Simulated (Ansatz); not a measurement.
**Structure relaxation of Ga3I**

The calculation used DFT PBE, scalar-relativistic, plane waves, PAW (Ansatz). Cutoff 420 eV, Γ-centred k mesh, Gaussian smearing, no spin polarisation in the final step.

The start puts Ga3I on the Cu3Au (L1_2) structure type (Pm-3m, No. 221), with I in place of Au, Ga in place of Cu, at a guessed volume.

```yaml
crystal:
  lattice:
    - [4.53175, 0.00000, 0.00000]
    - [0.00000, 4.53175, 0.00000]
    - [0.00000, 0.00000, 4.53175]
  atoms:
    - { symbol: Ga, position: [0.00000, 0.50000, 0.50000] }
    - { symbol: Ga, position: [0.50000, 0.00000, 0.50000] }
    - { symbol: Ga, position: [0.50000, 0.50000, 0.00000] }
    - { symbol: I, position: [0.00000, 0.00000, 0.00000] }
```

Cell and atoms relax at zero pressure; the relaxation can't lower the symmetry of the start. After a coarse first stage the cell is made exact in the group found at 0.06 Å.

Energies over the elements count from the elements' standard structures at the same level, with no empirical corrections.

**Question.** What does it relax into?

**Answer.** It keeps Pm-3m (No. 221). The result has the Cu3Au (L1_2) structure. Conventional cell: a = 4.745 Å. Ga is coordinated by 4 I at 3.36 Å and 8 Ga at 3.36 Å; I is coordinated by 12 Ga at 3.36 Å.

Space group Pm-3m (No. 221). a = 4.745 Å, b = 4.745 Å, c = 4.745 Å, α = 90.00°, β = 90.00°, γ = 90.00°
| atom | site | symmetry | x | y | z |
| --- | --- | --- | --- | --- | --- |
| Ga | 3c | 4/mm.m | 0.0000 | 0.5000 | 0.5000 |
| I | 1a | m-3m | 0.0000 | 0.0000 | 0.0000 |

**Question.** What are its volume, energy, density and gap?

**Answer.** The volume per atom is 26.71 Å³, the density is 5.22 g/cm³ and the energy over the elements is 0.15 eV/atom. The gap on the 10×10×10 mesh is 0 eV (a metal).

The final run used a 10×10×10 mesh on its 4-atom cell and 0.10 eV smearing. For metals, differences of a few meV/atom aren't resolved. Spin–orbit coupling is left out. Symmetry constrained the relaxation, so the result can be a saddle point.

Cost: 3 runs of about 0.93 core-minutes in all, on Arm Neoverse V2 (shared hosts).